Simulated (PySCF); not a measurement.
**A rate constant, worked out**

An elementary step of SiNH₃, closed shell (SiNH₃ ([NH2][SiH]) → SiNH₃ ([NH][SiH2]); H–N broken or loosened, H–Si formed or tightened). The start structure is the reactant molecule, and the electronic barrier above it is 2.945 eV by CCSD(T) at an estimated basis limit (MP2 extrapolated from triple and quadruple zeta, plus CCSD(T) − MP2 in triple zeta). Computed with PySCF 2.14 with density fitting (its default auxiliary sets; JK sets also for MP2 and CCSD(T)) (basis: def2-TZVPP and def2-QZVPP); correlated methods freeze the cores. Extrapolation: Hartree–Fock as exp(−7.88 √X), correlation as X^−2.97. Harmonic wavenumbers (analytic Hessian with the translational sum rule) at PBE0-D4/def2-TZVP (PySCF 2.14 with density fitting (its default auxiliary sets; JK sets also for MP2 and CCSD(T))), in cm⁻¹:

Start: 585, 694, 742, 874, 960, 1591, 1997, 3584, 3683.

Saddle: 1415i, 502, 727, 847, 963, 1038, 1972, 2043, 3441.

Task: Work out the transition-state-theory rate constant at 600 K from these numbers alone (harmonic vibrations; rotation, path degeneracy and anharmonicity left out), and the Wigner tunnelling factor. Use 1 cm⁻¹ = 1.2398 × 10⁻⁴ eV and k_B = 8.617 × 10⁻⁵ eV/K.

Result: Zero-point energies, half the sums: start 14710/2 cm⁻¹ = 0.9119 eV; saddle, real modes only, 11533/2 cm⁻¹ = 0.7150 eV.
Barrier with zero-point energy: 2.945 + 0.7150 − 0.9119 = 2.7481 eV.
k_BT = 0.05170 eV, so the barrier is 53.15 k_BT.
Vibrational partition functions from the zero-point level, ln q = −Σ ln(1 − exp(−hν/k_BT)): start 0.945, saddle 0.898.
k = (k_BT/h) exp(ln q‡ − ln q) exp(−E0/k_BT), with log₁₀(k_BT/h in s⁻¹) = 13.10: log₁₀ k = 13.10 + (-0.047 − 53.15)/2.3026 = -10.00, so k ≈ 1 × 10^(-10) s⁻¹.
Wigner factor: 1 + (hν‡/k_BT)²/24 = 1 + (3.39)²/24 = 1.48. A change of 1 kcal/mol (0.043 eV) in the barrier would change k by a factor of 2.3 at this temperature.

No T1 diagnostic of these runs exceeds 0.029. The T1 diagnostic is large here, which may signal multireference character or strong orbital relaxation, so CCSD(T) is less sure. The restricted Hartree–Fock reference is unstable towards an unrestricted one at one or more of these structures.

Labels in which every atom is bracketed show which atoms are joined, not bond orders.

For scale, one of the runs: CCSD(T)/def2-TZVPP, 115 basis functions, launched by `OMP_NUM_THREADS=4 python run.py`. Hardware: 4 CPU threads of a Oxide Virtual Turin-like, shared host. Wall time about 32 s.
